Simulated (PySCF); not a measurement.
Saddle point of BH$_{5}$O, singlet (BH₃ + H₂O → BH₃O ([BH2][OH]) + H₂; bonds formed: H2–H5; dative contacts that become bonds: B1–O6; bonds broken: B1–H2, H5–O6), PBE0-D4/def2-TZVP structure:

B1  (-0.488, 0.000, -0.218)
H2  (0.025, -1.226, -0.331)
H3  (-0.868, 0.301, -1.308)
H4  (-1.249, -0.043, 0.705)
H5  (0.762, -0.563, -0.054)
O6  (0.892, 0.678, 0.131)
H7  (0.927, 0.853, 1.076)
(Å)

Energies are electronic, without zero-point energy. Barriers and step energies count from the start structure reached by relaxing down the imaginary mode; all methods use the PBE0-D4 structures, on which another method's saddle can fall below an end. Computed with PySCF 2.14 with density fitting (its default auxiliary sets; JK sets also for MP2 and CCSD(T)) (basis: def2-TZVPP, with def2-QZVPP for the basis limit); correlated methods freeze the cores. B3LYP uses VWN-RPA correlation. Extrapolation: Hartree–Fock as exp(−7.88 √X), correlation as X^−2.97.

| method | barrier (kJ/mol) | step energy (kJ/mol) |
| --- | --- | --- |
| SPW92 | 62.2 | -31.5 |
| PBE-D4 | 74.6 | -59.9 |
| r2SCAN-D4 | ? | -62.6 |
| PBE0-D4 | 88.8 | -55.6 |
| B3LYP-D4 | 96.5 | -72.1 |
| BHLYP-D4 | 113.6 | -68.8 |
| wB97M-V | 100.1 | -63.0 |
| HF | ? | -86.2 |
| MP2 | ? | -65.2 |
| CCSD | 111.7 | -65.0 |
| CCSD(T) | 104.9 | -64.2 |

Question: Fill in the withheld barriers. (Judge from chemistry; the value comes from the calculation.)

Answer: By the calculation: r2SCAN-D4 84.8; MP2 99.1; HF 145.7 kJ/mol. Each is the energy of the saddle less that of the start structure, by the same method.

For comparison, the barrier by CCSD(T) at an estimated basis limit (MP2 extrapolated from triple and quadruple zeta, plus CCSD(T) − MP2 in triple zeta) is 101.8 kJ/mol.

T1 diagnostic: at most 0.015. The end structure is not quite a true minimum (one mode of 56i cm⁻¹).

The step is the kind of ligand exchange by which a precursor binds to a hydroxyl group, or is hydrolysed, in atomic layer deposition of oxides.

Labels in which every atom is bracketed show which atoms are joined, not bond orders.

For scale, one of the runs: CCSD(T)/def2-TZVPP, 132 basis functions, launched by `OMP_NUM_THREADS=4 python run.py`. Hardware: 4 CPU threads of an AMD EPYC, shared host. Wall time 76 s; peak host memory 0.62 GiB.
